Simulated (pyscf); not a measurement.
`[OH][SiH2][AsH2]` → `[SiH][AsH2]` [singlet] + `[OH2]`, a 1,1-elimination (singlet surface; O–Si, H–Si broken, H–O formed). PySCF, gas phase, ωB97X-D3(BJ)/def2-SVP geometries. MP2 and CC: frozen core, UHF for open shells. ΔMP2 is the change of the MP2 total energy from the triple- to the quadruple-zeta basis. Energies in kcal/mol from the reactant's lowest minimum found.

Small-basis levels: PySCF, no dispersion term, spherical d functions. 

Problem. In single points HF/3-21G puts the saddle at 82.8 kcal/mol and the reaction energy at +62.7 kcal/mol. Should these be trusted to within a few kcal/mol? Compare with CCSD(T)/def2-TZVPP + ΔMP2(QZVPP).

Solution. CCSD(T)/def2-TZVPP + ΔMP2(QZVPP) gives ΔE‡ = 78.7 kcal/mol and ΔE = +67.3 kcal/mol. HF/3-21G lies 4.1 kcal/mol over it in the barrier and 4.7 kcal/mol under it in the reaction energy, so on this step it does not hold to within 3.0 kcal/mol. CCSD(T)/def2-TZVPP + ΔMP2(QZVPP) has limits of its own. On the product side the descent ends in an adduct with a O–Si contact, 17.1 kcal/mol under the separated species and 25.7 kcal/mol under the saddle at ωB97X-D3(BJ)/def2-TZVP. What is counted as broken (O–Si) persists as a longer contact in the product adduct; parting that adduct is a step of its own. At ωB97X-D3(BJ) the barrier from the zero used here is 80.8 kcal/mol. The same reactants have a lower exit, to HO–SiH₂• + AsH₂• (no saddle counted: cutting one bond costs +68.8 kcal/mol at ωB97M-D3(BJ), against +78.0 kcal/mol here). :HSi–AsH₂ [singlet] lies 16.8 kcal/mol over its isomer H₂Si=AsH (electronic energy, ωB97M-D3(BJ)). This is the saddle that the search found; another between the same sides may lie lower. The CCSD(T) − MP2 part came from Ansatz, without density fitting, on the same reference. The frozen core leaves the outer d or s,p core shells of the metals and heavy elements correlated in the MP2 and CC values, and def2-TZVPP describes them poorly, which can shift differences by a few kcal/mol. In the def2 sets elements up to Kr have no core potential.
